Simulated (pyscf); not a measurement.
Addition across a multiple bond or ene-type step: `[SiH2]=[PH]` + `[PH3]` → `[SiH3][PH][PH2]`

Gas phase, singlet surface, charge 0. Bonds broken: P6–H7. Bonds formed: P1–P6, Si2–H7. Optimised with ωB97X-D3(BJ)/def2-SVP in PySCF. Correlated levels are frozen-core, on RHF or UHF. ΔMP2 is the change of the MP2 total energy from the triple- to the quadruple-zeta basis.

Transition state (Å):

```xyz
9

P      0.1332    -1.4044     0.1486
Si    -1.6874    -0.3461     0.5617
H     -0.3459    -1.7976    -1.1376
H     -2.8993    -0.6052    -0.2620
H     -1.9930    -0.0393     1.9839
P      0.5428     1.2168    -0.6906
H     -1.0013     1.2635    -0.0218
H     -0.1658     0.6841    -1.7945
H      1.2192     2.1767    -1.5842
```

One imaginary mode, 1379i cm⁻¹; descent along it reached the two sides named.

| bond | change | reactant side (Å) | saddle | product side |
|---|---|---|---|---|
| P6–H7 | breaks | 1.422 | 1.683 | 3.4 |
| P1–P6 | forms | 3.6 | 2.8 | 2.212 |
| Si2–H7 | forms | 4.0 | 1.844 | 1.493 |

Electronic energies relative to the separated reactants (eV):

```tsv
level	barrier	reaction energy	reverse barrier
ωB97X-D3(BJ)/def2-TZVP	1.31	-1.84	3.15
PBE/def2-TZVP	0.88	-1.47	2.35
r²SCAN/def2-TZVP	1.03	-1.58	2.61
B3LYP-D3(BJ)/def2-TZVP	1.13	-1.54	2.68
PBE0-D3(BJ)/def2-TZVP	1.01	-1.70	2.71
M06-2X/def2-TZVP	1.31	-1.57	2.88
ωB97M-D3(BJ)/def2-TZVP	1.35	-1.57	2.93
HF/def2-TZVP	2.29	-1.49	3.78
MP2/def2-QZVPP	1.18	-1.61	2.78
CCSD/def2-TZVPP	1.55	-1.47	3.02
CCSD(T)/def2-TZVPP	1.35	-1.45	2.81
CCSD(T)/def2-TZVPP + ΔMP2(QZVPP)	1.31	-1.50	2.81
```

With CCSD(T)/def2-TZVPP + ΔMP2(QZVPP) energies and thermal terms (ideal gas, 1 atm, RRHO with modes under 100 cm⁻¹ raised to 100, one conformer, R ln 2 for rigid chiral ones), in eV:

```json
[
 {"T (K)": "298", "ΔH‡": "1.26", "ΔG‡": "1.73", "ΔH": "-1.41", "ΔG": "-0.96"},
 {"T (K)": "600", "ΔH‡": "1.28", "ΔG‡": "2.19", "ΔH": "-1.38", "ΔG": "-0.52"},
 {"T (K)": "900", "ΔH‡": "1.32", "ΔG‡": "2.64", "ΔH": "-1.34", "ΔG": "-0.10"},
 {"T (K)": "1200", "ΔH‡": "1.36", "ΔG‡": "3.07", "ΔH": "-1.29", "ΔG": "+0.31"}
]
```

The reactants may also form a dative adduct at H₂Si=PH; it and routes through it were not searched. This is the saddle that the search found; another between the same sides may lie lower. The CCSD(T) − MP2 part came from Ansatz, without density fitting, on the same reference.
